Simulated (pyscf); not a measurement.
Thermochemistry of product channels of H₂Al–PH₂ + silylene (SiH₂) [singlet] on the singlet surface, in kJ/mol, from ωB97M-D3(BJ)/def2-TZVP energies (ideal gas, 1 atm, RRHO with modes under 100 cm⁻¹ raised to 100, one conformer, R ln 2 for chiral ones without a mode under 150 cm⁻¹). Single points on ωB97X-D3(BJ)/def2-SVP structures (PySCF, gas phase).

```csv
products,ΔE,ΔH(298 K),ΔG(298 K),ΔG(1200 K)
H₂Al–PH–SiH₃,-266.1,-253.0,-204.3,-61.1
HAl=PH + silane (SiH₄),-88.6,-82.5,-76.0,-52.3
H₂Al–P=SiH₂ + hydrogen (H₂),-113.5,-112.4,-100.7,-74.0
H₂Al–SiH₂–PH₂,-202.1,-189.7,-147.0,-24.3
H₃Si–AlH–PH₂,-231.5,-217.5,-175.0,-53.1
```

These are energies of the channels, which say nothing of barriers. HAl=PH lies 54.2 kJ/mol over its isomer Al–PH₂ [singlet] (electronic energy, ωB97M-D3(BJ)/def2-TZVP).
